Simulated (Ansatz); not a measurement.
# BHO (singlet): from Hartree-Fock to the top rungs at distance B1–O2 = 0.970 Å, cc-pVDZ

How much of the correlation energy of BHO (singlet) does each wave-function method recover here?

Method: cc-pVDZ, core rule «outside noble gas», up to 2 orbitals frozen; program: Ansatz 0.2.0, Gaussian basis.

The runs, in order: UHF; CCSD(T) on RHF; BCCD(T) on RHF; CISD; CCSDT(Q) on RHF; CASSCF and MRCISD+Q, 2 electrons in 2 orbitals; CASSCF and NEVPT2, 2 electrons in 2 orbitals.

33 further runs of the same task are left out: 6 for a known fault of the program, 18 that didn't finish, 9 set aside as unsound or not needed.

## Step 1: The geometry

The geometry derives from a PBE0/def2-TZVP stationary point (not a proven minimum). One bond is set to the value named and the two fragments are kept rigid.

3 atoms, charge 0, spin multiplicity 1.

Atoms are counted from 1 here; the program's logs count them from 0.

Bond lengths: B1–O2 0.970 Å, B1–H3 1.173 Å. Angles: O2–B1–H3 180.0°.

Geometry (Å):

```xyz
3
charge 0, multiplicity 1
B     0.0000    0.0000   -0.0676
O     0.0000    0.0000   -1.0376
H     0.0000    0.0000    1.1051
```

## Step 2: UHF

in.yaml

```yaml
crystal:
  periodic: [false, false, false]
  atoms:
    - {symbol: B, position_ang: [0.000000, 0.000000, -0.067569]}
    - {symbol: O, position_ang: [0.000000, 0.000000, -1.037569]}
    - {symbol: H, position_ang: [0.000000, 0.000000, 1.105138]}
basis:
  gaussian: {orbitals: cc-pVDZ}
magnetization: {spin_polarized: true, initial_magnetization: 0}
hamiltonian: {xc: hf}
output: {orbitals: {seedname: orbitals}}
```

Launch:

```console
> ansatz run in.yaml --threads 1 --pin off --events-out ev --progress --plain --max-ram 2393MiB
```

After this run come: CCSD(T) on RHF; BCCD(T) on RHF; CISD; CCSDT(Q) on RHF; CASSCF and MRCISD+Q, 2 electrons in 2 orbitals; CASSCF and NEVPT2, 2 electrons in 2 orbitals.

Q: Predict the results of all the runs planned. Wanted: RCCSDT(Q) below the RHF energy; RMP2 from RCCSDT(Q); RCCSD from RCCSDT(Q); RCCSD(T) from RCCSDT(Q); NEVPT2 pair from RCCSDT(Q); MRCISD+Q pair from RCCSDT(Q); T1 diagnostic.

The runs gave:

| quantity | value |
| --- | --- |
| RCCSDT(Q) below the RHF energy | -7.1121 eV |
| RMP2 from RCCSDT(Q) | +525.3 meV |
| RCCSD from RCCSDT(Q) | +180.3 meV |
| RCCSD(T) from RCCSDT(Q) | +25.5 meV |
| NEVPT2 pair from RCCSDT(Q) | +469.1 meV |
| MRCISD+Q pair from RCCSDT(Q) | +63.0 meV |
| levels within 1 kcal/mol (43 meV) | RCCSD(T), BCCD(T), RCCSDT |
| T1 diagnostic | 0.013 |

RCCSD(T) lands +25.5 meV from the yardstick (0.4 % of the correlation energy). Of the multireference levels listed MRCISD+Q pair comes nearest in total energy (+63.0 meV), which doesn't show that its space is the better one. These misses are within one basis, not against nature.
